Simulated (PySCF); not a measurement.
**Continuum solvent and chemical shifts**

Geometry (Å), atoms numbered from 1 in this order:
```xyz
3

O    -1.228    0.112    0.009
B    -0.024    0.071   -0.014
F     1.258    0.025   -0.040
```

GIAO PBE0/pcSseg-1 in PySCF on one PBE0-D3(BJ)/def2-SVP conformer, non-relativistic, equivalent nuclei averaged. Solvents enter as an IEF-PCM continuum (chloroform with ε = 4.7, acetone with ε = 20.5) around the gas-phase geometry. Shifts are referred to BF3·OEt2, CFCl3 computed in the same medium.

Gas phase, δ in ppm: B2 7.2, F3 -203.0. Dipole moment 2.05 D.

(1) How does each δ change in the continuum?

(2) Which nuclei move most (in ppm), and what does the model miss?

## Answers

(1) 
| atoms | environment | Δδ, chloroform | Δδ, acetone |
| --- | --- | --- | --- |
| B2 | boron bonded to F, O | +0.6 | +0.7 |
| F3 | fluorine bonded to B | +5.1 | +6.9 |

Changes are relative to the gas phase. The dipole moment becomes 2.34 D in chloroform, 2.43 D in acetone.

(2) F3 (fluorine bonded to B, +6.9 ppm) in acetone. A continuum only polarises the solute; specific hydrogen bonds, the anisotropy of aromatic solvents and changes of geometry or conformer are outside it.
